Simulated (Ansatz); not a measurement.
Input file:

```yaml
crystal:
  periodic: [false, false, false]
  atoms:
    - {symbol: N, position_ang: [0.000000, 0.000000, 0.000000]}
    - {symbol: H, position_ang: [0.000000, 0.000000, 3.523000]}
basis:
  gaussian: {orbitals: x2c-TZVPPall}
magnetization: {spin_polarized: true, initial_magnetization: 2}
correlation: {method: ccsd_t, electrons: outside_noble_gas, diis_vectors: 4}
accuracy: high
```

```sh
$ ansatz run in.yaml --threads 1 --pin off --events-out ev --progress --plain --max-ram 2393MiB
```

Output:

```
463 factors; integrals over basis functions are off by at most 1.4e-8 eV
mean field evaluation 1: about -1492.6858 eV, gradient 1.0e1 eV
mean field evaluation 2: about -1492.6872 eV, gradient 1.0e1 eV
mean field evaluation 4: about -1494.7690 eV, gradient 8.1e-1 eV
mean field evaluation 8: about -1494.7708 eV, gradient 7.4e-4 eV
mean field evaluation 16: about -1494.7685 eV, gradient 2.4e-1 eV
mean field evaluation 32: about -1493.1972 eV, gradient 6.2e-3 eV
mean field evaluation 64: about -1493.1972 eV, gradient 4.2e-3 eV
mean field evaluation 96: about -1493.1901 eV, gradient 2.8e-4 eV
mean field evaluation 128: about -1491.0383 eV, gradient 9.8e-1 eV
mean field evaluation 160: about -1491.0484 eV, gradient 1.1e-1 eV
...
cycle  23  -3.02328082 eV  change   -1.4e-8 eV  update   3.7e-8
cycle  24  -3.02328083 eV  change   -8.2e-9 eV  update   3.3e-8
cycle  25  -3.02328082 eV  change    2.1e-9 eV  update   2.3e-8
cycle  26  -3.02328082 eV  change    2.5e-9 eV  update   1.0e-8
cycle  27  -3.02328082 eV  change  -8.8e-10 eV  update   5.4e-9
cycle  28  -3.02328082 eV  change   -2.2e-9 eV  update   3.9e-9
cycle  29  -3.02328082 eV  change  -8.6e-10 eV  update   2.9e-9
cycle  30  -3.02328082 eV  change   4.4e-10 eV  update   1.8e-9
cycle  31  -3.02328082 eV  change   7.7e-10 eV  update  7.7e-10
cycle  32  -3.02328082 eV  change   1.6e-10 eV  update  3.0e-10
perturbative correction -0.06179638 eV, -0.0022709749 hartree
Total energy: -1497.85584807 eV, -55.0451871333 hartree
Relativity: scalar
```

Ran on 1 thread of Arm Neoverse N1, shared host: 2.6 s wall, 0.14 GiB peak host memory.
